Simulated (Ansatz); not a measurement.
Results of PBEsol (plane waves, PAW; Ansatz, an electronic-structure program) for CO2 (P4₂/mnm, No. 136, 6 atoms in the cell; start mp-644607; a measured phase of this formula has another space group).

Settings: plane-wave cutoff 500 eV, 10×10×8 k mesh (along the axes of the cell as run), Fermi–Dirac smearing 0.05 eV, scalar-relativistic PAW data made under PBE.

Cell (relaxed at this level):

```cif
data_C2O4
_chemical_formula_sum 'C2 O4'
_space_group_name_H-M_alt 'P 1'
_space_group_IT_number 1
_cell_length_a 4.64665
_cell_length_b 4.64665
_cell_length_c 4.71208
_cell_angle_alpha 90.000
_cell_angle_beta 90.000
_cell_angle_gamma 90.000
loop_
_space_group_symop_operation_xyz
  'x, y, z'
loop_
_atom_site_label
_atom_site_type_symbol
_atom_site_fract_x
_atom_site_fract_y
_atom_site_fract_z
_atom_site_occupancy
C1 C 0.50000 0.50000 0.50000 1
C2 C 0.00000 0.00000 0.00000 1
O1 O 0.32241 0.67759 0.50000 1
O2 O 0.67759 0.32241 0.50000 1
O3 O 0.82241 0.82241 0.00000 1
O4 O 0.17759 0.17759 0.00000 1
```

### Question
What does this level give for the band gap?

### Answer

- band gap: 6.61 eV (on the SCF k mesh)

Note: the relaxation could not lower the start's symmetry, so the cell can be a saddle point above a distorted one.

The computed numbers hold no vibrational or temperature effects.

A start named mp-… is a Materials Project structure, which need not be a measured phase.
